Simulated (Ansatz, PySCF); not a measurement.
Species: C2H5O (charge 0, doublet). It need not be the lowest isomer of its formula. 
Geometry from a B3LYP-D3(BJ)/def2-TZVP (Ansatz, a quantum-chemistry and plane-wave program) optimisation:
SMILES: C[CH]O
```xyz
8

C      1.1812    -0.3678     0.0185
C     -0.0012     0.5180    -0.0569
O     -1.2056    -0.1247     0.1002
H     -1.9253     0.5046    -0.0138
H     -0.0012     1.4082    -0.6784
H      2.0981     0.2220    -0.0068
H      1.1724    -0.9524     0.9427
H      1.2203    -1.0859    -0.8147
```
Charge 0, spin multiplicity 2.

Dipole moments at this geometry, in debye (magnitudes).

```
level                 program  dipole (D)
--------------------  -------  ----------
HF/def2-TZVPD           PySCF        1.45
PBE/def2-TZVPD         Ansatz        1.21
BLYP/def2-TZVPD        Ansatz        1.23
revPBE/def2-TZVPD      Ansatz        1.21
r2SCAN/def2-TZVPD      Ansatz        1.25
B97M-V/def2-TZVPD      Ansatz        1.24
B3LYP/def2-TZVPD       Ansatz        1.28
PBE0/def2-TZVPD        Ansatz        1.27
MN15/def2-TZVPD         PySCF        1.29
HSE06/def2-TZVPD       Ansatz        1.27
CAM-B3LYP/def2-TZVPD   Ansatz        1.31
wB97X-V/def2-TZVPD     Ansatz        1.29
CCSD(T)/aug-cc-pVDZ    Ansatz        1.29
```
